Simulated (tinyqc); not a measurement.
Starting guesses with plain Roothaan steps: SCF starting guesses in the sto-3g basis, for BH3, spin multiplicity 1. Computed by the program tinyqc with PySCF. RHF with one setting changed at a time; a run stops when the energy changes by less than 1e-09 hartree and the error matrix is below 1e-5. Starts: the lowest orbitals of the core Hamiltonian, of the Wolfsberg-Helmholz matrix (K = 1.75), projected atomic densities, random orbitals, and the highest orbitals of the core Hamiltonian (a deliberately bad start).

Geometry (angstrom):

| atom | x | y | z |
|---|---|---|---|
| B | 0.0000 | 0.0000 | 0.0380 |
| H | 1.4710 | 0.0000 | 0.0000 |
| H | -0.7350 | 1.2740 | 0.0000 |
| H | -0.7350 | -1.2740 | 0.0000 |

lowest restricted solution found by these runs and by PySCF = -25.941334 hartree

Largest element of the error matrix X^T (FDS - SDF) X:

| iteration | core | Wolfsberg-Helmholz | atomic densities | random | highest core orbitals |
|---|---|---|---|---|---|
| 1 | 6.0e-01 | 4.2e-01 | 3.8e-01 | 3.9e+00 | 1.6e-01 |
| 2 | 2.4e-01 | 7.9e-02 | 1.3e-01 | 3.2e-01 | 6.0e-01 |
| 3 | 4.0e-02 | 1.9e-02 | 3.1e-02 | 4.7e-02 | 4.4e-01 |
| 4 | 6.3e-03 | 5.1e-03 | 6.9e-03 | 1.5e-02 | 6.0e-02 |
| 5 | 1.1e-03 | 1.1e-03 | 2.6e-03 | 4.5e-03 | 1.7e-02 |
| 6 | 1.5e-04 | 4.4e-04 | 7.2e-04 | 1.4e-03 | 3.0e-03 |
| 8 | 4.5e-06 | 4.2e-05 | 7.6e-05 | 4.3e-04 | 2.6e-04 |
| 10 | - | 4.2e-06 | 7.8e-06 | 1.4e-04 | 2.5e-05 |
| 14 | - | - | - | 1.3e-05 | - |

How each run ends:

| run | iterations | E (hartree) | state |
|---|---|---|---|
| core | 9 | -25.94133 | lowest found |
| Wolfsberg-Helmholz | 10 | -25.94133 | lowest found |
| atomic densities | 11 | -25.94133 | lowest found |
| random | 15 | -25.94133 | lowest found |
| highest core orbitals | 12 | -25.94133 | lowest found |

What does the comparison show, and why?

5 of 5 runs reach the lowest restricted solution found, in 9 to 15 iterations (fastest: core). The first errors are 6e-01, 4e-01, 4e-01, 4e+00, 2e-01; the deliberately bad start has the smallest one, so a small first error does not mark a good start.
